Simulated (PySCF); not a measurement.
Geometries of 4 isomers of C5H9N, from PBE0-D3(BJ)/def2-SVP geometry optimisation, gas phase (PySCF). One conformer each, no zero-point energy, no frequencies.

Question: Which isomer lies lowest at this level?
A.
```xyz
15
angstrom
N     -2.127   -0.478   -0.681
C     -1.004   -0.943    0.110
C     -0.245    0.147    0.842
C      1.216    0.105    1.155
C      1.774    0.115   -0.230
C      0.706    1.083    0.160
H     -1.800    0.227   -1.341
H     -2.800   -0.001   -0.083
H     -0.320   -1.502   -0.548
H     -1.370   -1.678    0.847
H     -0.851    0.635    1.621
H      1.724    0.293    2.099
H      2.783    0.529   -0.340
H      1.561   -0.706   -0.927
H      0.749    2.171    0.191
```
B.
```xyz
15
angstrom
C      2.729   -0.085   -0.007
C      1.340   -0.061    0.530
N      0.323    0.028   -0.220
C     -0.962    0.041    0.362
C     -2.012    0.873   -0.327
C     -2.069   -0.616   -0.421
H      3.251   -1.008    0.298
H      3.318    0.757    0.392
H      2.710   -0.025   -1.104
H      1.234   -0.126    1.635
H     -1.019   -0.027    1.461
H     -1.677    1.427   -1.207
H     -2.740    1.392    0.301
H     -2.837   -1.153    0.139
H     -1.773   -1.078   -1.365
```
C.
```xyz
15
angstrom
C     -1.581   -0.987   -0.516
C     -1.854    0.445   -0.167
C     -0.449   -0.003   -0.455
C      0.549   -0.079    0.651
C      1.976   -0.332    0.351
N      1.538    0.972    0.824
H     -1.646   -1.732    0.282
H     -1.892   -1.355   -1.496
H     -2.103    0.681    0.871
H     -2.361    1.075   -0.903
H     -0.024    0.311   -1.416
H      0.140   -0.462    1.595
H      2.601   -0.903    1.046
H      2.250   -0.454   -0.703
H      1.483    1.639    0.055
```
D.
```xyz
15
angstrom
C      2.360    0.543   -0.420
C      1.233    0.510    0.292
C      0.588   -0.726    0.831
C     -0.821   -0.959    0.281
N     -1.719    0.087    0.698
C     -2.361    0.721   -0.184
H      2.911   -0.374   -0.657
H      2.780    1.483   -0.788
H      0.711    1.451    0.506
H      1.210   -1.607    0.606
H      0.509   -0.649    1.930
H     -1.202   -1.907    0.699
H     -0.782   -1.072   -0.823
H     -2.270    0.513   -1.270
H     -3.050    1.524    0.116
```

Answer: B. That is `C/C=N/C1CC1`, 8.5 kcal/mol below the next.

| SMILES | atoms numbered as above | E (Eh) | relative (kcal/mol) | relative (kJ/mol) | dipole (D) |
| --- | --- | --- | --- | --- | --- |
| C/C=N/C1CC1 | [CH3:1]/[CH:2]=[N:3]/[CH:4]1[CH2:5][CH2:6]1 | -250.18170 | 0.0 | 0.0 | 1.29 |
| C=CCCN=C | [CH2:1]=[CH:2][CH2:3][CH2:4][N:5]=[CH2:6] | -250.16818 | 8.5 | 35.5 | 1.22 |
| C1CC1[C@H]1CN1 | [CH2:1]1[CH2:2][CH:3]1[C@H:4]1[CH2:5][NH:6]1 | -250.15944 | 14.0 | 58.4 | 1.76 |
| NC[C@H]1[C@H]2C[C@@H]12 | [NH2:1][CH2:2][C@H:3]1[C@H:4]2[CH2:5][C@@H:6]12 | -250.14793 | 21.2 | 88.7 | 1.99 |

As drawn, the lowest has a C=N bond, which the highest lacks; the highest has an N–H bond, which the lowest lacks.
